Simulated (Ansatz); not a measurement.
## Ansatz (development build ahead of 0.2.0) run

```yaml
crystal:
  periodic: [false, false, false]
  atoms:
    - { symbol: C, position_ang: [0.0, 0.0, 0.0] }
    - { symbol: O, position_ang: [0.0, 0.0, 2.5645] }
basis:
  gaussian: { orbitals: "6-31G" }
total_charge: 1
magnetization:
  spin_polarized: true
  initial_magnetization: 1
hamiltonian:
  xc: pbe0
scf:
  omitted_lower_state_checks: [stability, starts, atomic_configurations, cluster_reference, orbital_swaps, given_window_search, neighbouring_geometries, increment]
output:
  forces: true
```

The input is written out in the form of the current development build from the run's settings.

Results

```
Converged                       : yes
Total energy                    : -112.40348 hartree
Spin squared of the determinant : 1.932
```

Forces (eV/Å):
```json
{"atom": "C1", "Fx": "0.000", "Fy": "0.000", "Fz": "0.933"}
{"atom": "O2", "Fx": "0.000", "Fy": "0.000", "Fz": "-0.933"}
```

Caution: charge can spread falsely over distant fragments; the unrestricted determinant is a mixture of spin states.
